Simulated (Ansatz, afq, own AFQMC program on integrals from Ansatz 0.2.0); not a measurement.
AFQMC on a folder of integrals that Ansatz 0.2.0 wrote.

```yaml
crystal:
  periodic: [false, false, false]
  atoms:
    - {symbol: Hf, position_ang: [0.000000, 0.000000, 0.000000]}
    - {symbol: C, position_ang: [0.000000, 0.000000, 2.090600]}
basis:
  gaussian: {orbitals: def2-TZVP}
total_charge: 1
magnetization: {spin_polarized: true, initial_magnetization: 5}
correlation: {method: ccsd_t, electrons: outside_noble_gas, hamiltonian_folder: ham}
```

```sh
$ ansatz run in.yaml --threads 1 --pin off --events-out ev --progress --plain --max-ram 16896MiB --backend cuda --devices 0, --max-vram 18GiB
```

Options of the walk:

```
--method phaseless --trial hf --walkers 4000 --populations 20 --least-time 40 --time-step 0.005 --steps-per-block 20 --equilibration-blocks 160 --max-blocks 4000 --target-error 0.0008 --factor-cut 1e-05 --start spin_pure --seed 6829 --taylor-order 6
```

Times are imaginary, in 1/Eh. The walk had a cap of 96 s. With eight or more populations the least sampling time is a fifth of least-time, and the error comes from their spread. Core potentials past Kr, no spin–orbit coupling.

afq prints:

```
orbitals 66  electrons 6 1  factors 500 of 556
reference energy -84.93901114 Eh
CCSD correlation -0.12589059 Eh in 12 cycles, weight of the determinant in the CISD state 0.9185
energy of the start -84.939026 Eh
 block  time / (1/Eh)  mean weight  energy / Eh
     1     0.100  1.0006  -84.965803
     2     0.200  1.0005  -84.985395
     3     0.300  1.0007  -85.000082
     4     0.400  1.0005  -85.010817
     5     0.500  1.0006  -85.020448
     7     0.700  1.0008  -85.034377
     9     0.900  1.0006  -85.044037
    13     1.300  1.0000  -85.051950
    25     2.500  1.0001  -85.064734
    37     3.700  1.0000  -85.070642
    49     4.900  1.0001  -85.069315
    61     6.100  0.9997  -85.071438
    73     7.300  0.9997  -85.068919
    79     7.900  0.9999  -85.074397
    85     8.500  1.0000  -85.072513
    97     9.700  1.0001  -85.069579
   109    10.900  1.0000  -85.068239
   121    12.100  0.9997  -85.071237
   133    13.300  0.9999  -85.067742
   145    14.500  0.9996  -85.067920
   157    15.700  0.9997  -85.067699
   169    16.900  0.9997  -85.066938
   181    18.100  1.0000  -85.069751
   193    19.300  0.9998  -85.069307
   205    20.500  1.0000  -85.066242
   217    21.700  0.9999  -85.068432
   229    22.900  0.9994  -85.070291
   235    23.500  0.9993  -85.068974
error from the spread of 20 populations
energy -85.068355 +/- 0.000718 Eh
(rows thinned)
```

The run passed its tests (sampling time, drift between the halves within three errors, error under three times the target), which doesn't prove that it has relaxed.

Against this walk (error 19.5 meV) on the same determinant: CCSD(T) 65.8 meV lower, CCSDT(Q) 101.4 meV lower, a separate phaseless walk with a CISD trial and standard settings 72.9 ± 19.8 meV lower. The error is statistical and leaves out the bias of the constraint. CCSDT(Q) is the surest value here, so the walk's 101 meV above it is most likely the bias of the constraint with this trial, which can have either sign.

Cautions: constraint bias not in the error; no spin-orbit coupling; outer-core shells of the metal frozen; another spin lies lower.

The walk took 32 s on 1 × NVIDIA H100 80GB HBM3 with 2 threads of AMD EPYC 7R13 Processor (Zen 3) (shared host) (the card was shared). The log's last line is the phaseless energy.

CCSDT and higher add their correlation energy to the determinant of the CCSD(T) run, since their own runs factorise the integrals more tightly (a shift of under 2 meV). A walk keeps the symmetry of its determinant, which the program's search chose and which needn't be the lowest solution, so a lower state of the same spin and another symmetry isn't excluded.
